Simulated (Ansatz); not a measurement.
Ansatz (an electronic-structure program) input:

Ansatz 0.2 input:
```yaml
crystal:
  periodic: [false, false, false]
  atoms:
    - {symbol: C, position_ang: [0.10382453, -0.08113917, -0.94015437]}
    - {symbol: C, position_ang: [0.09803569, 0.00382776, 0.31792501]}
    - {symbol: H, position_ang: [0.19382397, 0.77685181, -1.59917359]}
    - {symbol: H, position_ang: [0.03805048, -1.02189037, -1.47788275]}
    - {symbol: O, position_ang: [0.19650367, 0.07625028, 1.52273153]}
    - {symbol: H, position_ang: [-0.58470821, 0.18360440, 2.11304866]}
basis:
  gaussian:
    orbitals: def2-TZVP
hamiltonian:
  xc: b3lyp
  dispersion: d3bj
total_charge: 1
relax: {f_tol: 0.002, max_steps: 150}
```

Which total energy does the run end on?

-152.93032 Eh (B3LYP-D3(BJ)/def2-TZVP). The basis has 111 functions. The run takes very roughly 30 core-seconds.

It need not be the lowest isomer of its formula.
